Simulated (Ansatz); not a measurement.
Molecule: [diamino(methyl)silyl]methane, C2H10N2Si (charge 0, singlet). SMILES: N[Si](C)(N)C
Structure (B3LYP-D3(BJ)/def2-TZVP (Ansatz, a program for electronic structure) minimum search):
```
Si
N 1 1.7232
H 2 1.0068 1 121.33
H 2 1.0076 3 111.68 1 -153.03
N 1 1.7232 2 105.70 3 155.70
H 5 1.0068 1 121.33 2 155.70
H 5 1.0076 6 111.68 1 -153.03
C 1 1.8761 2 105.35 3 32.35
H 8 1.0921 1 111.16 2 59.74
H 8 1.0924 9 107.87 1 -121.53
H 8 1.0937 9 107.89 10 -115.76
C 1 1.8761 2 116.01 3 -88.00
H 12 1.0921 1 111.16 2 -56.77
H 12 1.0924 13 107.87 1 -121.53
H 12 1.0937 13 107.89 14 -115.76
```

HF/STO-3G beside other levels, property by property. Terms: atomisation electronic, to ground-state atoms; no dispersion term unless named; 6-311+G** with 5d, 6d on Na to Ar in Ansatz; valence correlation only; non-relativistic; UHF or UKS for open shells; no spin-orbit coupling; LANL2DZ with its own core potentials from Na on. CBS(X,Y): correlation extrapolated as X^-3; Hartree-Fock from the larger set. First-principles rows: single points at B3LYP-D3(BJ) geometries (Ansatz), with unscaled harmonic terms from B3LYP/6-31G* (Ansatz) at its own minima, enthalpies of formation by atomisation with measured atoms.

Coupled cluster (Ansatz) is a level with limits of its own, used here on species with T1 under 0.025 (0.045 for open shells) and stable references: CCSD(T)/CBS(cc-pV(T+d)Z,cc-pV(Q+d)Z).

| property | HF/STO-3G (Ansatz) | B3LYP/LANL2DZ (Ansatz) | B3LYP/6-311+G** (Ansatz) | wB97X-V/def2-TZVPD (Ansatz) | to compare with |
|---|---|---|---|---|---|
| enthalpy of formation at 298 K (kcal/mol) | 117.4 | -11.4 | -46.5 | -70.7 | -68.1 coupled cluster |
| N-Si bond dissociation enthalpy at 298 K, to C[Si](C)N + [NH2] (NH2) (kcal/mol) | 85.6 | 99.4 | 99.2 | 109.3 | 111.4 coupled cluster |
| atomisation energy (kcal/mol) | 1142.9 | 1271.7 | 1306.8 | 1331.0 | 1328.4 coupled cluster |

As the rows show:
- enthalpy of formation at 298 K: HF/STO-3G lies 185.5 kcal/mol above coupled cluster.
- N-Si bond dissociation enthalpy at 298 K, to C[Si](C)N + [NH2] (NH2): HF/STO-3G lies 25.8 kcal/mol below coupled cluster.
- atomisation energy: HF/STO-3G lies 185.5 kcal/mol below coupled cluster.

The properties are those with a value to compare with, at most eight drawn at random. No case is left out for the size of its miss. Left out are saddle points of the reference geometry, anions that the best level run finds unbound, excited spin states, species near biochemistry, 298 K rows of species without real B3LYP wavenumbers, cases with under five habitual levels, runs that failed or that the program found above a lower state of the same kind, table entries that another table contradicts, and a share of species set aside by lot.
